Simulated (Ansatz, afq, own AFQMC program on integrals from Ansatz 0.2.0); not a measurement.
# GaCN, singlet in cc-pVDZ, levels against CCSDT(Q)

```
atom   x (Å)   y (Å)    z (Å)
   C  0.0000  0.0000  -1.4325
   N  0.0000  0.0000  -0.2572
  Ga  0.0000  0.0000   1.6896
```

Connectivity, by distances: C–N–Ga.

Basis cc-pVDZ. Only valence electrons are correlated. Integrals, coupled cluster, full CI and functionals: Ansatz 0.2.0; the random walks run on the same integrals in our own AFQMC program. The CISD trial takes its coefficients from CCSD amplitudes. Released means that phaseless walkers are propagated on without the constraint, phases kept. Uncertainties: one standard error, sampling alone. No spin–orbit coupling.

Determinant: RHF, the one that the program's search chose, which needn't be the lowest solution. The geometry is a PBE0/def2-TZVP stationary point of this or a neighbouring charge and spin state.

No full CI on the walks' own integrals is used here; CCSDT(Q) serves as the reference and is uncertain by about the last step of the cluster series.

Cautions: no relativity below Rb; no spin-orbit coupling; inner d shell frozen.

The T1 diagnostic is 0.0168 and the weight of the determinant in the CISD state is 0.850. The size of the correlated space is 12 electrons in 39 orbitals.

Reference: CCSDT(Q), correlation energy -9.193 eV. The released energy is read at 2.40 1/Eh (meV from the phaseless value at times in 1/Eh: 2 ± 29 at 0.24, 0 ± 34 at 0.51, -15 ± 21 at 0.99, -18 ± 25 at 1.62, -12 ± 39 at 2.40).

```json
{"level": "HF", "E − E(reference) (kJ/mol)": "887.0", "share of correlation (%)": "0.00"}
{"level": "MP2", "E − E(reference) (kJ/mol)": "93.2", "share of correlation (%)": "89.49"}
{"level": "CCSD", "E − E(reference) (kJ/mol)": "40.3", "share of correlation (%)": "95.46"}
{"level": "CCSD(T)", "E − E(reference) (kJ/mol)": "4.5", "share of correlation (%)": "99.50"}
{"level": "CCSDT", "E − E(reference) (kJ/mol)": "3.2", "share of correlation (%)": "99.64"}
{"level": "ph-AFQMC/HF", "E − E(reference) (kJ/mol)": "-2.2 ± 9.9", "share of correlation (%)": "100.25"}
{"level": "ph-AFQMC/CISD", "E − E(reference) (kJ/mol)": "1.3 ± 2.5", "share of correlation (%)": "99.85"}
{"level": "released AFQMC", "E − E(reference) (kJ/mol)": "0.1 ± 3.7", "share of correlation (%)": "99.99"}
```

A walk keeps the symmetry of its determinant, which the program's search chose and which needn't be the lowest solution, so a lower state of the same spin and another symmetry isn't excluded. Released energies are given only where the last usable release times agree within the noise; a slower fall can still hide under it.
